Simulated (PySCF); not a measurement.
Stepwise substitution at one centre (B F-Br). Gas-phase values, no solvent. Strings in code marks are SMILES.

Quantity: redistribution energy (mixed species minus the weighted end members), in kJ/mol.

Case: 2 of 3 F replaced by Br: `FB(Br)Br`. The other species in the difference include `B(F)(F)F` (neutral, multiplicity 1). Geometry of `BrB(Br)F` (neutral, multiplicity 1, Å):

```xyz
4

F     -0.0162     1.4470    -0.0032
B     -0.0015     0.1362    -0.0003
Br     1.6805    -0.7729     0.0011
Br    -1.6628    -0.8103     0.0023
```

Estimate the redistribution energy (mixed species minus the weighted end members) that B3LYP/3-21G // B3LYP-D3(BJ)/def2-TZVP (PySCF) returns for this input.

1.97 kJ/mol.
